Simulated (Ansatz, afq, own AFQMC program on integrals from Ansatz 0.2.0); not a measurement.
Integrals from Ansatz 0.2.0, then the random walk in our own AFQMC program (afq).

```yaml
crystal:
  periodic: [false, false, false]
  atoms:
    - {symbol: B, position_ang: [0.000000, 0.000000, 0.114060]}
    - {symbol: B, position_ang: [0.000000, 0.000000, -1.406367]}
    - {symbol: H, position_ang: [0.000000, 0.000000, 1.292307]}
basis:
  gaussian: {orbitals: 6-31G}
magnetization: {spin_polarized: true, initial_magnetization: 3}
correlation: {method: ccsd_t, electrons: outside_noble_gas, hamiltonian_folder: ham}
```

```sh
$ ansatz run in.yaml --threads 1 --pin off --events-out ev --progress --plain --max-ram 1843MiB
```

afq runs on the folder ham with

```
--method phaseless --trial hf --walkers 340 --populations 1 --least-time 40 --time-step 0.005 --steps-per-block 20 --equilibration-blocks 112 --max-blocks 600 --target-error 0.0009600 --factor-cut 1e-05 --start spin_pure --seed 9480 --taylor-order 6
```

Times are imaginary, in 1/Eh. The walk had a cap of 520 s.

```
orbitals 18  electrons 5 2  factors 110 of 284
reference energy -49.77901530 Eh
CCSD correlation -0.08388585 Eh in 11 cycles, weight of the determinant in the CISD state 0.9335
energy of the start -49.779126 Eh
 block  time / (1/Eh)  mean weight  energy / Eh
     1     0.100  1.0003  -49.791356
     2     0.200  0.9995  -49.802491
     3     0.300  1.0005  -49.810433
     4     0.400  1.0004  -49.817821
     5     0.500  1.0000  -49.823567
     7     0.700  1.0001  -49.833340
     9     0.900  1.0003  -49.842710
    13     1.300  0.9999  -49.859136
    37     3.700  0.9999  -49.868203
    61     6.100  1.0008  -49.855387
    85     8.500  0.9980  -49.874283
   109    10.900  0.9999  -49.861357
   133    13.300  0.9997  -49.868455
   157    15.700  1.0002  -49.853431
   181    18.100  1.0002  -49.857350
   205    20.500  0.9995  -49.858602
   229    22.900  1.0001  -49.872144
   253    25.300  0.9999  -49.853306
   277    27.700  1.0000  -49.866814
   301    30.100  0.9999  -49.860677
   325    32.500  0.9999  -49.870208
   349    34.900  1.0006  -49.874604
   373    37.300  1.0000  -49.869066
   397    39.700  0.9996  -49.864408
   421    42.100  0.9996  -49.862479
   445    44.500  1.0003  -49.859806
   469    46.900  1.0001  -49.851946
   493    49.300  0.9995  -49.860881
   505    50.500  0.9999  -49.854461
blocks merged  error / Eh  count
     1  0.000294  400
     2  0.000384  200
     4  0.000476  100
     8  0.000611  50
    16  0.000699  25
    32  0.000783  12
energy -49.861890 +/- 0.000699 Eh
(rows thinned)
```

Problem. Estimate how long the walk took on 1 thread of Arm Neoverse V1 (shared host).

Solution. 2 min of wall time.

The run passed its tests (sampling time, drift between the halves within three errors, error under three times the target), which doesn't prove that it has relaxed.

Against this walk (error 19.0 meV) on the same determinant: CCSD(T) 80.2 meV lower, CCSDT(Q) 102.0 meV lower, CCSDTQ 103.2 meV lower, full CI 103.4 meV lower, a separate phaseless walk with a CISD trial and standard settings 83.9 ± 19.7 meV lower. The error is statistical and leaves out the bias of the constraint. Full CI is exact here, so the walk's 103 meV above it is the walk's own error: the bias of the constraint with this trial.

Cautions: constraint bias not in the error; lower spins were not checked.

CCSDT and higher add their correlation energy to the determinant of the CCSD(T) run, since their own runs factorise the integrals more tightly (a shift of under 2 meV). A walk keeps the symmetry of its determinant, which the program's search chose and which needn't be the lowest solution, so a lower state of the same spin and another symmetry isn't excluded.
